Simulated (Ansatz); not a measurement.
The input, for Ansatz 0.2.0:

```yaml
crystal:
  periodic: [false, false, false]
  atoms:
    - {symbol: C, position_ang: [0.000000, 0.000000, 0.211400]}
    - {symbol: Be, position_ang: [0.000000, 0.000000, -1.412800]}
    - {symbol: H, position_ang: [0.000000, 0.000000, 1.201400]}
basis:
  gaussian: {orbitals: 6-31G, occupation: {up: {"A1": 4, "B1": 1, "B2": 1}, down: {"A1": 4, "B1": 1}}}
magnetization: {spin_polarized: false, initial_magnetization: 1}
correlation: {method: fci, electrons: outside_noble_gas}
```

```sh
$ ansatz run in.yaml --threads 1 --pin off --events-out ev --progress --plain --max-ram 2393MiB
```

Log:

```
439 factors; integrals over basis functions are off by at most 1.1e-7 eV
mean field evaluation 1: about -1435.1183 eV, gradient 2.2e1 eV
mean field evaluation 2: about -1437.4432 eV, gradient 7.4e0 eV
mean field evaluation 4: about -1437.8050 eV, gradient 8.8e-3 eV
mean field evaluation 8: about -1437.8060 eV, gradient 2.2e-6 eV
mean field -1437.80598216 eV, -52.8383952644 hartree, gradient 2.3e-6 eV, S^2 0.750000; 0 other end points of the search recorded, 0 dependent functions left out
mean field evaluation 16: about -1437.9515 eV, gradient 8.9e-1 eV
unrestricted determinant -1440.52110016 eV, -52.9381740105 hartree, S^2 1.7638
2 core orbitals not correlated: weight in the atoms' cores, before any rotation towards them, 1.000 or more for the frozen orbitals, at most 0.000 for the correlated occupied ones
reference -1437.80598216 eV, -52.8383952644 hartree; 4, 3 occupied and 14, 15 virtual orbitals, 439 factors
state -1441.36360447 eV, -52.9691354728 hartree
Total energy: -1441.36360447 eV, -52.9691354728 hartree
```

Natural occupations: 1.9737 1.9435 1.8481 0.9691 0.1216 0.0651 0.0326 0.0195 0.0068 0.0062 0.0048 0.0031 0.0022 0.0022 0.0008 0.0005 0.0002 0.0001.

Ran on 1 thread of AMD EPYC 7B13, shared host: 1.9 s wall, 0.14 GiB peak host memory.
